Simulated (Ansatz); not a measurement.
hcp Co was calculated with LDA in Ansatz (plane waves, PAW).

Numerical settings: plane-wave cutoff 520 eV, 30×30×16 k mesh (along the axes of the cell as run), Fermi–Dirac smearing 0.038 eV (set by the program), spin-polarised with parallel moments, scalar-relativistic PAW data made under PBE.

Computed at the level's own relaxed cell.

```yaml
crystal:
  lattice:
    - [2.42882, 0.00000, 0.00000]
    - [-1.21441, 2.10342, 0.00000]
    - [0.00000, 0.00000, 3.91854]
  atoms:
    - { symbol: Co, position: [0.66667, 0.33333, 0.75000] }
    - { symbol: Co, position: [0.33333, 0.66667, 0.25000] }
```

Q: Give the elastic tensor (Voigt notation, GPa, ions relaxed, in the Cartesian axes of the cell as printed).

A: 
```
  462.0   206.2   149.5     0.0     0.0     0.0
  206.2   462.0   149.5     0.0     0.0     0.0
  149.5   149.5   512.7     0.0     0.0     0.0
    0.0     0.0     0.0   121.2     0.0     0.0
    0.0     0.0     0.0     0.0   121.2     0.0
    0.0     0.0     0.0     0.0     0.0   127.9
```

Measured, for comparison: elastic constant C11 306 GPa, elastic constant C12 165 GPa, elastic constant C44 75 GPa, elastic constant C33 357 GPa, elastic constant C13 102 GPa (temperature not stated, not corrected to a static lattice; as tabulated in Steinle-Neumann et al. (1999), arXiv:cond-mat/9904431). Computed (rounded) less measured: elastic constant C11 +51 %, elastic constant C12 +25 %, elastic constant C44 +61 %, elastic constant C33 +44 %, elastic constant C13 +47 %.

Static lattice: no zero-point or thermal effects.

Ansatz is a program for electronic structure.
